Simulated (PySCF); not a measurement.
**ClF₃: relaxation and vibrations of the singlet**

Where does singlet ClF₃ go from a trigonal pyramidal start, is the end point a minimum, and what are its modes, charges and moments?

Computed with PySCF 2.14.0. Level: PBE0, basis Cl def2-TZVP, F def2-TZVP, no relativity, density fitting.

## Step 1: Where the work starts

4 atoms, charge 0, spin multiplicity 1.

Bond lengths: Cl1–F2 1.630 Å, Cl1–F3 1.630 Å, Cl1–F4 1.630 Å. Angles: F2–Cl1–F3 99.8°, F2–Cl1–F4 99.8°, F3–Cl1–F4 99.8°.

Coordinates in bohr (charge 0 multiplicity 1):
```
Cl    0.0000    0.0000    0.0000
F     2.7197    0.0000    1.4460
F    -1.3598    2.3554    1.4460
F    -1.3598   -2.3554    1.4460
```

## Step 2: Finding the electronic state

One driver script runs all steps and calls PySCF; scf.py shows how it sets up the SCF of each step. The optimiser is the driver's own. After this first run the driver tries any further starts and a stability analysis.

The input, scf.py:

```python
from pyscf import gto, scf, dft
mol = gto.M(atom='''
Cl     0.000000     0.000000     0.000000
F      1.439200     0.000000     0.765200
F     -0.719600     1.246400     0.765200
F     -0.719600    -1.246400     0.765200''',
    basis={'Cl': 'def2-TZVP', 'F': 'def2-TZVP'},
    charge=0, spin=0)
mf = dft.RKS(mol, xc='PBE0')
mf.grids.atom_grid = (50, 194)
aux = {'Cl': 'def2-universal-JKFIT', 'F': 'def2-universal-JKFIT'}
mf = mf.density_fit(auxbasis=aux)
mf.conv_tol = 1e-08
mf.diis_space = 10
mf.max_cycle = 60
mf.init_guess = 'minao'
mf.verbose = 4
mf.kernel()
```

Run with:

```sh
$ OMP_NUM_THREADS=4 python axn.py task.json out
```

After this run come: Trigonal pyramidal start, singlet: relaxation; Releasing the symmetry; Vibrations and properties at this point.

Before running it: what results should come out? Wanted: minimum; geometry; wavenumbers; dipole moment; highest occupied, lowest empty level; polar-tensor charge of Cl1; zero-point energy; atomisation energy.

**Answer**, as computed:

```
                                 quantity                                                              value
                                  minimum                                                       singlet, C2v
                                 geometry  Cl–F 1.595 Å, Cl–F 1.694 Å (×2); F–Cl–F 87.5° (×2), F–Cl–F 174.9°
                       wavenumbers (cm⁻¹)         336 (a1), 337 (b1), 443 (b2), 553 (a1), 726 (b2), 796 (a1)
                            dipole moment                                                             0.63 D
     highest occupied, lowest empty level                                                    -9.75, -3.61 eV
               polar-tensor charge of Cl1                                                            +1.70 e
                        zero-point energy                                                        19.1 kJ/mol
                      entropy at 298.15 K                                                    281.2 J/(mol K)
atomisation energy (no zero-point energy)                                                         535 kJ/mol
```

**Reading.** From C3v at the start the molecule goes to a C2v minimum. The strongest infrared band lies at 726 cm⁻¹ (b2, stretch). Only this shape and spin were tried, so other structures or states may lie lower.
